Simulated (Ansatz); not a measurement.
hcp Sc, treated with PBE in Ansatz (plane waves, PAW).

Settings: plane-wave cutoff 520 eV, 12×12×8 k mesh (along the axes of the cell as run), Fermi–Dirac smearing 0.1 eV, perturbation theory, scalar-relativistic PAW data made under PBE.

Computed at the level's own relaxed cell.

```cif
data_Sc2
_chemical_formula_sum 'Sc2'
_space_group_name_H-M_alt 'P63/mmc'
_space_group_IT_number 194
_space_group_name_Hall '-P 6c 2c'
_cell_length_a 3.31964
_cell_length_b 3.31964
_cell_length_c 5.16534
_cell_angle_alpha 90.000
_cell_angle_beta 90.000
_cell_angle_gamma 120.000
loop_
_atom_site_label
_atom_site_type_symbol
_atom_site_symmetry_multiplicity
_atom_site_Wyckoff_symbol
_atom_site_fract_x
_atom_site_fract_y
_atom_site_fract_z
_atom_site_occupancy
Sc1 Sc 2 c 0.33333 0.66667 0.25000 1
```

Harmonic phonon frequencies (cm⁻¹; i marks an imaginary mode):

| q point | frequencies |
|---|---|
| Γ | 0 0 0 134 134 223 |
| M | ? |
| K | 167 167 176 176 200 202 |

Task: Complete the blanks.

Result: 
- M, frequencies: 117 135 185 203 208 215

No imaginary mode appears at these points.

Ansatz is a program for electronic structure.
